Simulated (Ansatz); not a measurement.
Predict the output of the script below (the Ansatz DFT code, driven from Python).

`ch2f2s_scan.py`:
```python
'''Potential curve of CH2F2S along one bond.'''

import warnings

import ansatz as az
from ase import Atoms
import numpy as np

warnings.simplefilter('ignore', az.DeckWarning)

atoms = Atoms(['F', 'C', 'F', 'S', 'H', 'H'], positions=[
    (1.0677, -0.6574, 1.2227),
    (0.3842, -0.2044, 0.0838),
    (-0.1786, -1.3043, -0.5074),
    (-0.8397, 0.9751, 0.4807),
    (1.1231, 0.228, -0.6157),
    (-1.5146, 0.8989, -0.7102),
])
molecule = az.Crystal.molecule_from_ase(atoms)

symbols = [site.symbol for site in molecule.cartesian_sites]
start = np.array([site.position_ang for site in molecule.cartesian_sites])
axis = (start[5] - start[3]) / np.linalg.norm(start[5] - start[3])
moving = [5]
lengths, energies = [1.206, 1.261, 1.316, 1.371, 1.426, 1.481, 1.535, 1.618], []
for length in lengths:
    xyz = start.copy()
    xyz[moving] += (length - np.linalg.norm(start[5] - start[3])) * axis
    point = az.Crystal.molecule()
    for symbol, place in zip(symbols, xyz):
        point = point.atom(symbol, place.tolist())
    job = point.calculation()
    job = job.basis(gaussian='6-31G*')
    job = job.functional('r2SCAN', dispersion='d4')
    summary = job.run().report
    energies.append(summary['free_energy_ev'])
    print(f'r = {length:6.3f} A  E = {energies[-1]:.5f} eV  <S^2> = {abs(summary["mean_field"]["state"]["spin_squared"]):.3f}')

# quartic fit about the minimum
fit = np.polynomial.Polynomial.fit(lengths, np.array(energies) - min(energies), 4).convert()
roots = [r.real for r in fit.deriv().roots() if abs(r.imag) < 1e-9 and fit.deriv(2)(r.real) > 0]
r_e = min(roots, key=lambda r: abs(r - lengths[int(np.argmin(energies))]))
print(f'minimum of the fit at {r_e:.4f} A, force constant {fit.deriv(2)(r_e):.2f} eV/A^2')
```

```console
$ python ch2f2s_scan.py
r =  1.206 A  E = -17333.46142 eV  <S^2> = 0.000
r =  1.261 A  E = -17333.68820 eV  <S^2> = 0.000
r =  1.316 A  E = -17333.78821 eV  <S^2> = 0.000
r =  1.371 A  E = -17333.79298 eV  <S^2> = 0.000
r =  1.426 A  E = -17333.72701 eV  <S^2> = 0.000
r =  1.481 A  E = -17333.60931 eV  <S^2> = 0.000
r =  1.535 A  E = -17333.45767 eV  <S^2> = 0.000
r =  1.618 A  E = -17333.17896 eV  <S^2> = 0.000
minimum of the fit at 1.3460 A, force constant 26.93 eV/A^2
```

What to keep in mind:
- Total energies depend on the basis set; only differences at equal settings carry meaning.
- The rest of the molecule is held rigid at a force-field or estimated start geometry, and the basis set is modest; single-reference methods fail as a bond breaks.
- The orbitals are restricted, so S² is zero by construction.
- Hardware and time: 28 s on 1 thread of Arm Neoverse V1, with other jobs on the host, peak memory 0.19 GiB.
